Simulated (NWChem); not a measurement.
All runs are NWChem calculations. System: O (+1), charge 1, spin multiplicity 4. Its SCF solution wasn't tested for a lower state. Level: UHF/def2-QZVP.

Input file:

```
start mol
memory heap 200 mb stack 900 mb global 1100 mb
charge 1
geometry units angstroms nocenter noautoz
  O      0.000000     0.000000     0.000000
  symmetry group D2h
end
basis spherical
  * library def2-qzvp
end
scf
  uhf
  nopen 3
  maxiter 100
  thresh 1e-7
  semidirect memsize 60000000 filesize 0
  # guess.movecs holds the orbitals of an unrestricted PBE0 run
  vectors input guess.movecs output mol.movecs
end
task scf energy
```

Part of the output:

```
             Northwest Computational Chemistry Package (NWChem) 7.3.0
             --------------------------------------------------------

                                NWChem Input Module
                                -------------------

 Scaling coordinates for geometry "geometry" by  1.889725989
 (inverse scale =  0.529177249)

                             Geometry "geometry" -> ""
                             -------------------------

 Output coordinates in angstroms (scale by  1.889725989 to convert to a.u.)

  No.       Tag          Charge          X              Y              Z
 ---- ---------------- ---------- -------------- -------------- --------------
    1 O                    8.0000     0.00000000     0.00000000     0.00000000

 Effective nuclear repulsion energy (a.u.)       0.0000000000

            Nuclear Dipole moment (a.u.)
            ----------------------------
        X                 Y               Z
 ---------------- ---------------- ----------------
     0.0000000000     0.0000000000     0.0000000000

      Symmetry information
      --------------------

 Group name             D2h
 Group number             26
 Group order               8
 No. of unique centers     1

      Symmetry unique atoms

     1


 Summary of "ao basis" -> "" (spherical)
 ------------------------------------------------------------------------------
       Tag                 Description            Shells   Functions and Types
 ---------------- ------------------------------  ------  ---------------------
 *                         def2-qzvp                  on all atoms

 Summary of "ao basis" -> "ao basis" (spherical)
 ------------------------------------------------------------------------------
       Tag                 Description            Shells   Functions and Types
 ---------------- ------------------------------  ------  ---------------------
 O                         def2-qzvp                17       57   7s4p3d2f1g

                                 NWChem SCF Module
                                 -----------------

  ao basis        = "ao basis"
  functions       =    57
  atoms           =     1
  alpha electrons =     5
  beta  electrons =     2
  charge          =   1.00
  wavefunction    = UHF
  use symmetry    = T
  symmetry adapt  = T

 Summary of "ao basis" -> "ao basis" (spherical)
 ------------------------------------------------------------------------------
       Tag                 Description            Shells   Functions and Types
 ---------------- ------------------------------  ------  ---------------------
 O                         def2-qzvp                17       57   7s4p3d2f1g

      Symmetry analysis of basis
      --------------------------

        ag         16
        au          2
        b1g         5
        b1u         8
        b2g         5
        b2u         8
        b3g         5
        b3u         8

 Forming initial guess at       0.1s

   Symmetry analysis of molecular orbitals - initial alpha
   -------------------------------------------------------

  Numbering of irreducible representations:

     1 ag          2 au          3 b1g         4 b1u         5 b2g
     6 b2u         7 b3g         8 b3u

  Orbital symmetries:

     1 ag          2 ag          3 b1u         4 b2u         5 b3u
     6 b1u         7 b2u         8 b3u         9 ag         10 b1g
    11 ag         12 b2g        13 b3g        14 ag         15 b1u

   Symmetry analysis of molecular orbitals - initial beta
[...]
 Vector    4  Occ=1.000000D+00  E=-1.330845D+00  Symmetry=b1u
              MO Center= -2.9D-31, -2.8D-31,  4.7D-19, r^2= 4.1D-01
   Bfn.  Coefficient  Atom+Function         Bfn.  Coefficient  Atom+Function
  ----- ------------  ---------------      ----- ------------  ---------------
    13      0.432335  1 O  pz                10      0.426907  1 O  pz
    16      0.285782  1 O  pz

 Vector    5  Occ=1.000000D+00  E=-1.330845D+00  Symmetry=b2u
              MO Center=  8.2D-42, -5.8D-25,  8.1D-42, r^2= 4.1D-01
   Bfn.  Coefficient  Atom+Function         Bfn.  Coefficient  Atom+Function
  ----- ------------  ---------------      ----- ------------  ---------------
    12      0.432335  1 O  py                 9      0.426907  1 O  py
    15      0.285782  1 O  py

 Vector    6  Occ=0.000000D+00  E= 2.922882D-02  Symmetry=b1u
              MO Center=  1.6D-31,  1.6D-31,  2.1D-21, r^2= 3.5D+00
   Bfn.  Coefficient  Atom+Function         Bfn.  Coefficient  Atom+Function
  ----- ------------  ---------------      ----- ------------  ---------------
    19      1.339839  1 O  pz                16     -0.575428  1 O  pz
    10     -0.165974  1 O  pz

 Vector    7  Occ=0.000000D+00  E= 2.922882D-02  Symmetry=b3u
              MO Center= -1.6D-19,  8.0D-33,  5.1D-33, r^2= 3.5D+00
   Bfn.  Coefficient  Atom+Function         Bfn.  Coefficient  Atom+Function
  ----- ------------  ---------------      ----- ------------  ---------------
    17      1.339839  1 O  px                14     -0.575428  1 O  px
     8     -0.165974  1 O  px

 Vector    8  Occ=0.000000D+00  E= 2.922882D-02  Symmetry=b2u
              MO Center=  4.5D-32, -6.9D-21,  1.0D-31, r^2= 3.5D+00
   Bfn.  Coefficient  Atom+Function         Bfn.  Coefficient  Atom+Function
  ----- ------------  ---------------      ----- ------------  ---------------
    18      1.339839  1 O  py                15     -0.575428  1 O  py
     9     -0.165974  1 O  py

                     UHF Final Beta Molecular Orbital Analysis
                     -----------------------------------------

 Vector    2  Occ=1.000000D+00  E=-1.530870D+00  Symmetry=ag
              MO Center= -4.4D-15,  8.7D-16,  1.0D-14, r^2= 4.3D-01
   Bfn.  Coefficient  Atom+Function         Bfn.  Coefficient  Atom+Function
  ----- ------------  ---------------      ----- ------------  ---------------
     6      0.599271  1 O  s                  5      0.322101  1 O  s
     7      0.222681  1 O  s                  3     -0.161376  1 O  s

 Vector    3  Occ=0.000000D+00  E=-3.821257D-01  Symmetry=b2u
              MO Center=  4.7D-32, -8.9D-16,  4.7D-32, r^2= 8.5D-01
   Bfn.  Coefficient  Atom+Function         Bfn.  Coefficient  Atom+Function
  ----- ------------  ---------------      ----- ------------  ---------------
    15      0.343206  1 O  py                 9      0.305504  1 O  py
    12      0.306629  1 O  py                18      0.299915  1 O  py

 Vector    4  Occ=0.000000D+00  E=-3.821257D-01  Symmetry=b3u
              MO Center=  4.4D-15, -3.2D-31, -2.4D-31, r^2= 8.5D-01
   Bfn.  Coefficient  Atom+Function         Bfn.  Coefficient  Atom+Function
  ----- ------------  ---------------      ----- ------------  ---------------
    14      0.343206  1 O  px                 8      0.305504  1 O  px
    11      0.306629  1 O  px                17      0.299915  1 O  px

 Vector    5  Occ=0.000000D+00  E=-3.821257D-01  Symmetry=b1u
              MO Center=  5.7D-31,  5.7D-31, -1.1D-14, r^2= 8.5D-01
   Bfn.  Coefficient  Atom+Function         Bfn.  Coefficient  Atom+Function
  ----- ------------  ---------------      ----- ------------  ---------------
    16      0.343206  1 O  pz                10      0.305504  1 O  pz
    13      0.306629  1 O  pz                19      0.299915  1 O  pz

 center of mass
 --------------
 x =   0.00000000 y =   0.00000000 z =   0.00000000

 moments of inertia (a.u.)
 ------------------
           0.000000000000           0.000000000000           0.000000000000
           0.000000000000           0.000000000000           0.000000000000
           0.000000000000           0.000000000000           0.000000000000

  Mulliken analysis of the total density
  --------------------------------------

    Atom       Charge   Shell Charges
 -----------   ------   -------------------------------------------------------
    1 O    8     7.00   1.08  0.01  0.68  0.20  0.57  1.17  0.29  1.04  1.24  0.67  0.05 -0.00  0.00  0.00  0.00 -0.00  0.00

  Mulliken analysis of the alpha density
  --------------------------------------

    Atom       Charge   Shell Charges
 -----------   ------   -------------------------------------------------------
    1 O    8     5.00   0.54  0.00  0.34  0.10  0.32  0.60  0.10  1.04  1.24  0.67  0.05 -0.00  0.00  0.00  0.00 -0.00  0.00

   Mulliken analysis of the beta density
   -------------------------------------

    Atom       Charge   Shell Charges
 -----------   ------   -------------------------------------------------------
    1 O    8     2.00   0.54  0.00  0.34  0.10  0.25  0.57  0.19  0.00  0.00  0.00  0.00  0.00  0.00  0.00  0.00  0.00  0.00

   Mulliken analysis of the spin density
   -------------------------------------

    Atom       Charge   Shell Charges
 -----------   ------   -------------------------------------------------------
    1 O    8     3.00   0.00 -0.00 -0.00 -0.00  0.07  0.03 -0.09  1.04  1.24  0.67  0.05 -0.00 -0.00 -0.00  0.00 -0.00  0.00

       Multipole analysis of the density wrt the origin
       ------------------------------------------------

     L   x y z        total         alpha         beta         nuclear
     -   - - -        -----         -----         ----         -------
     0   0 0 0      1.000000     -5.000000     -2.000000      8.000000

     1   1 0 0      0.000000     -0.000000      0.000000      0.000000
     1   0 1 0     -0.000000     -0.000000     -0.000000      0.000000
     1   0 0 1     -0.000000     -0.000000     -0.000000      0.000000

     2   2 0 0     -2.445344     -1.913692     -0.531651      0.000000
     2   1 1 0      0.000000      0.000000      0.000000      0.000000
     2   1 0 1      0.000000      0.000000      0.000000      0.000000
     2   0 2 0     -2.445344     -1.913692     -0.531651      0.000000
     2   0 1 1      0.000000      0.000000      0.000000      0.000000
     2   0 0 2     -2.445344     -1.913692     -0.531651      0.000000

 Task  times  cpu:        0.7s     wall:        0.7s

 Total times  cpu:        0.7s     wall:        0.7s
```
